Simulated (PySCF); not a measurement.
What each rung costs, and what it gives

Saddle point of BH$_{5}$SO, singlet (BH₃O ([BH2][OH]) + H₂S → BH₃S ([BH2][SH]) + H₂O (still joined by a long B–O bond); bonds formed: B1–S6, O2–H5; bonds broken: H5–S6; bonds weakened to dative contacts: B1–O2), PBE0-D4/def2-TZVP structure:

```
atom    x (Å)    y (Å)    z (Å)
  B1  -0.5180  -0.2331  -0.4367
  O2   0.7318   0.5655  -0.7885
  H3  -0.4655  -1.3772  -0.7838
  H4  -1.5399   0.3753  -0.6072
  H5   0.7578   0.5862   0.5585
  S6  -0.1468  -0.1351   1.5794
  H7   0.5065   1.4145  -1.1795
  H8   0.6739  -1.1962   1.6578
```

Barriers are electronic and count from the start structure reached by relaxing down the imaginary mode.

Program: PySCF 2.14 with density fitting (its default auxiliary sets; JK sets also for MP2 and CCSD(T)). Basis: as named in each row. Cores are frozen in the correlated methods. B3LYP uses VWN-RPA correlation. Extrapolation: Hartree–Fock as exp(−7.88 √X), correlation as X^−2.97.

Times are rough, for one single point on 4 threads of a shared host (Arm Neoverse V1).

The estimate by CCSD(T) at an estimated basis limit (MP2 extrapolated from triple and quadruple zeta, plus CCSD(T) − MP2 in triple zeta) is 0.974 eV.

```csv
method,basis,time (s),barrier (eV),method less estimate
HF,STO-3G,under 1,1.057,0.083
B3LYP-D4,6-31G,2,0.892,-0.082
PBE0-D4,def2-SVP,3,0.712,-0.262
PBE-D4,def2-SVP,3,0.560,-0.414
MP2,def2-QZVPP,4,0.875,-0.099
SPW92,def2-TZVPP,7,0.265,-0.709
CCSD(T),def2-SVP,7,1.089,0.115
BHLYP-D4,def2-TZVPP,8,1.198,0.224
PBE0-D4,def2-TZVPP,8,0.767,-0.207
B3LYP-D4,def2-TZVPP,8,1.010,0.036
PBE-D4,def2-TZVPP,9,0.628,-0.346
r2SCAN-D4,def2-TZVPP,21,0.769,-0.205
wB97M-V,def2-TZVPP,120,0.975,0.001
CCSD(T),def2-TZVPP,170,1.014,0.040
```

All methods are single points on the PBE0-D4 structures.

T1 diagnostic: at most 0.013.

Labels in which every atom is bracketed show which atoms are joined, not bond orders.
